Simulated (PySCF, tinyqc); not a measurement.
RHF in the sto-3g basis, for H2O, spin multiplicity 1, step by step. The lowest restricted solution is unstable here: a spin-polarised one lies 0.0138 hartree lower (PySCF). One step of it, computed by the program tinyqc.

Task: Iteration 2: building the Fock matrix. J_ij = sum D_kl (ij|kl), K_ij = sum D_kl (ik|jl); F = H + J - 0.5 K; E = tr D H + tr D J / 2 - 0.25 tr D K + E_nn.

D after iteration 1:
```
,1O 1s,1O 2s,1O 2px,1O 2py,1O 2pz,2H 1s,3H 1s
1O 1s,2.110765,-0.465566,0.001642,-0.013673,0.022486,-0.014595,-0.058048
1O 2s,-0.465566,1.968491,-0.008758,0.044528,-0.111575,0.035426,0.197205
1O 2px,0.001642,-0.008758,1.999801,0.005712,-0.003115,0.005022,0.020277
1O 2py,-0.013673,0.044528,0.005712,1.538242,-0.255762,0.350789,-0.333845
1O 2pz,0.022486,-0.111575,-0.003115,-0.255762,1.800598,0.448600,-0.163175
2H 1s,-0.014595,0.035426,0.005022,0.350789,0.448600,0.227743,-0.133641
3H 1s,-0.058048,0.197205,0.020277,-0.333845,-0.163175,-0.133641,0.119155
```

core Hamiltonian H = T + V (hartree):
```
,1O 1s,1O 2s,1O 2px,1O 2py,1O 2pz,2H 1s,3H 1s
1O 1s,-32.401696,-7.537244,0.000000,0.000000,-0.008999,-0.696460,-0.696460
1O 2s,-7.537244,-9.029571,0.000000,0.000000,-0.112801,-1.833636,-1.833636
1O 2px,0.000000,0.000000,-7.201077,0.000000,0.000000,0.000000,0.000000
1O 2py,0.000000,0.000000,0.000000,-7.271874,0.000000,-1.186385,1.186385
1O 2pz,-0.008999,-0.112801,0.000000,0.000000,-7.235669,-0.849545,-0.849545
2H 1s,-0.696460,-1.833636,0.000000,-1.186385,-0.849545,-3.827858,-0.450705
3H 1s,-0.696460,-1.833636,0.000000,1.186385,-0.849545,-0.450705,-3.827858
```

Two-electron integrals (ij|kl) in chemists' order, unique and non-zero (hartree):
```
i,j,k,l,(ij|kl)
1,1,1,1,4.785065
2,1,1,1,0.741380
2,1,2,1,0.136873
2,2,1,1,1.118947
2,2,2,1,0.256633
2,2,2,2,0.817206
3,1,3,1,0.024477
3,2,3,1,0.037809
3,2,3,2,0.180518
3,3,1,1,1.115814
3,3,2,1,0.256684
3,3,2,2,0.817023
3,3,3,3,0.880159
4,1,4,1,0.024477
4,2,4,1,0.037809
4,2,4,2,0.180518
4,3,4,3,0.047444
4,4,1,1,1.115814
4,4,2,1,0.256684
4,4,2,2,0.817023
4,4,3,3,0.785270
4,4,4,4,0.880159
5,1,5,1,0.024477
5,2,5,1,0.037809
5,2,5,2,0.180518
5,3,5,3,0.047444
5,4,5,4,0.047444
5,5,1,1,1.115814
5,5,2,1,0.256684
5,5,2,2,0.817023
5,5,3,3,0.785270
5,5,4,4,0.785270
5,5,5,5,0.880159
6,1,1,1,0.068591
6,1,2,1,0.012572
6,1,2,2,0.023478
6,1,3,3,0.023436
6,1,4,1,0.000446
6,1,4,2,0.000848
6,1,4,4,0.023523
6,1,5,1,0.000312
6,1,5,2,0.000593
6,1,5,4,0.000061
6,1,5,5,0.023478
6,1,6,1,0.001168
6,2,1,1,0.197405
6,2,2,1,0.045979
6,2,2,2,0.166135
6,2,3,3,0.163158
6,2,4,1,0.002788
6,2,4,2,0.023032
6,2,4,4,0.169045
6,2,5,1,0.001949
6,2,5,2,0.016100
6,2,5,4,0.004115
6,2,5,5,0.166034
6,2,6,1,0.004311
6,2,6,2,0.045022
6,3,3,1,0.004419
6,3,3,2,0.027124
6,3,4,3,0.004555
6,3,5,3,0.003184
6,3,6,3,0.005864
6,4,1,1,0.127669
6,4,2,1,0.030084
6,4,2,2,0.116175
6,4,3,3,0.111186
6,4,4,1,0.005978
6,4,4,2,0.041948
6,4,4,4,0.124139
6,4,5,1,0.001090
6,4,5,2,0.010362
6,4,5,4,0.005871
6,4,5,5,0.113064
6,4,6,1,0.002919
6,4,6,2,0.038368
6,4,6,4,0.038232
6,5,1,1,0.089241
6,5,2,1,0.021029
6,5,2,2,0.081206
6,5,3,3,0.077719
6,5,4,1,0.001090
6,5,4,2,0.010362
6,5,4,4,0.080406
6,5,5,1,0.005181
6,5,5,2,0.034367
6,5,5,4,0.006433
6,5,5,5,0.085399
6,5,6,1,0.002041
6,5,6,2,0.026819
6,5,6,4,0.022625
6,5,6,5,0.021679
6,6,1,1,0.390060
6,6,2,1,0.092256
6,6,2,2,0.384376
6,6,3,3,0.371149
6,6,4,1,0.006074
6,6,4,2,0.071520
6,6,4,4,0.397550
6,6,5,1,0.004246
6,6,5,2,0.049993
6,6,5,4,0.018454
6,6,5,5,0.384049
6,6,6,1,0.008681
6,6,6,2,0.142563
6,6,6,4,0.139209
6,6,6,5,0.097307
6,6,6,6,0.774606
7,1,1,1,0.068591
7,1,2,1,0.012572
7,1,2,2,0.023478
7,1,3,3,0.023436
7,1,4,1,-0.000446
7,1,4,2,-0.000848
7,1,4,4,0.023523
7,1,5,1,0.000312
7,1,5,2,0.000593
7,1,5,4,-0.000061
7,1,5,5,0.023478
7,1,6,1,0.001151
7,1,6,2,0.004173
7,1,6,4,0.002633
7,1,6,5,0.001979
7,1,6,6,0.008369
7,1,7,1,0.001168
7,2,1,1,0.197405
7,2,2,1,0.045979
7,2,2,2,0.166135
7,2,3,3,0.163158
7,2,4,1,-0.002788
7,2,4,2,-0.023032
7,2,4,4,0.169045
7,2,5,1,0.001949
7,2,5,2,0.016100
7,2,5,4,-0.004115
7,2,5,5,0.166034
7,2,6,1,0.004173
7,2,6,2,0.034151
7,2,6,4,0.020625
7,2,6,5,0.019706
7,2,6,6,0.084557
7,2,7,1,0.004311
7,2,7,2,0.045022
7,3,3,1,0.004419
7,3,3,2,0.027124
7,3,4,3,-0.004555
7,3,5,3,0.003184
7,3,6,3,0.004236
7,3,7,3,0.005864
7,4,1,1,-0.127669
7,4,2,1,-0.030084
7,4,2,2,-0.116175
7,4,3,3,-0.111186
7,4,4,1,0.005978
7,4,4,2,0.041948
7,4,4,4,-0.124139
7,4,5,1,-0.001090
7,4,5,2,-0.010362
7,4,5,4,0.005871
7,4,5,5,-0.113064
7,4,6,1,-0.002633
7,4,6,2,-0.020625
7,4,6,4,-0.008653
7,4,6,5,-0.011729
7,4,6,6,-0.049119
7,4,7,1,-0.002919
7,4,7,2,-0.038368
7,4,7,4,0.038232
7,5,1,1,0.089241
7,5,2,1,0.021029
7,5,2,2,0.081206
7,5,3,3,0.077719
7,5,4,1,-0.001090
7,5,4,2,-0.010362
7,5,4,4,0.080406
7,5,5,1,0.005181
7,5,5,2,0.034367
7,5,5,4,-0.006433
7,5,5,5,0.085399
7,5,6,1,0.001979
7,5,6,2,0.019706
7,5,6,4,0.011729
7,5,6,5,0.015437
7,5,6,6,0.052687
7,5,7,1,0.002041
7,5,7,2,0.026819
7,5,7,4,-0.022625
7,5,7,5,0.021679
7,6,1,1,0.044018
7,6,2,1,0.010353
7,6,2,2,0.040854
7,6,3,3,0.039941
7,6,4,4,0.040752
7,6,5,1,0.000680
7,6,5,2,0.006828
7,6,5,5,0.041825
7,6,6,1,0.000960
7,6,6,2,0.010984
7,6,6,4,0.008262
7,6,6,5,0.007412
7,6,6,6,0.037388
7,6,7,1,0.000960
7,6,7,2,0.010984
7,6,7,4,-0.008262
7,6,7,5,0.007412
7,6,7,6,0.003544
7,7,1,1,0.390060
7,7,2,1,0.092256
7,7,2,2,0.384376
7,7,3,3,0.371149
7,7,4,1,-0.006074
7,7,4,2,-0.071520
7,7,4,4,0.397550
7,7,5,1,0.004246
7,7,5,2,0.049993
7,7,5,4,-0.018454
7,7,5,5,0.384049
7,7,6,1,0.008369
7,7,6,2,0.084557
7,7,6,4,0.049119
7,7,6,5,0.052687
7,7,6,6,0.239511
7,7,7,1,0.008681
7,7,7,2,0.142563
7,7,7,4,-0.139209
7,7,7,5,0.097307
7,7,7,6,0.037388
7,7,7,7,0.774606
```

nuclear repulsion = 6.53140542 hartree

Give: Coulomb J; exchange K; Fock matrix F; total energy of this density.

Result:

Coulomb J (hartree):
```
,1O 1s,1O 2s,1O 2px,1O 2py,1O 2pz,2H 1s,3H 1s
1O 1s,18.001,3.415,0.000,0.004,-0.001,0.314,0.314
1O 2s,3.415,8.495,-0.002,0.030,0.018,1.697,1.685
1O 2px,0.000,-0.002,8.494,0.000,0.000,0.000,0.000
1O 2py,0.004,0.030,0.000,8.481,-0.016,1.180,-1.161
1O 2pz,-0.001,0.018,0.000,-0.016,8.487,0.826,0.820
2H 1s,0.314,1.697,0.000,1.180,0.826,3.963,0.413
3H 1s,0.314,1.685,0.000,-1.161,0.820,0.413,3.872
```

exchange K (hartree):
```
,1O 1s,1O 2s,1O 2px,1O 2py,1O 2pz,2H 1s,3H 1s
1O 1s,9.807,1.692,0.000,0.000,0.000,0.167,0.164
1O 2s,1.692,2.740,-0.003,0.036,-0.013,0.603,0.608
1O 2px,0.000,-0.003,2.311,0.003,-0.001,0.002,0.005
1O 2py,0.000,0.036,0.003,2.114,-0.139,0.440,-0.431
1O 2pz,0.000,-0.013,-0.001,-0.139,2.201,0.355,0.199
2H 1s,0.167,0.603,0.002,0.440,0.355,0.540,0.076
3H 1s,0.164,0.608,0.005,-0.431,0.199,0.076,0.400
```

Fock matrix F (hartree):
```
,1O 1s,1O 2s,1O 2px,1O 2py,1O 2pz,2H 1s,3H 1s
1O 1s,-19.304,-4.968,0.000,0.004,-0.010,-0.466,-0.464
1O 2s,-4.968,-1.905,0.000,0.012,-0.088,-0.438,-0.453
1O 2px,0.000,0.000,0.137,-0.001,0.000,-0.001,-0.003
1O 2py,0.004,0.012,-0.001,0.152,0.054,-0.226,0.241
1O 2pz,-0.010,-0.088,0.000,0.054,0.151,-0.201,-0.129
2H 1s,-0.466,-0.438,-0.001,-0.226,-0.201,-0.135,-0.076
3H 1s,-0.464,-0.453,-0.003,0.241,-0.129,-0.076,-0.156
```

total energy of this density = -74.23612 hartree
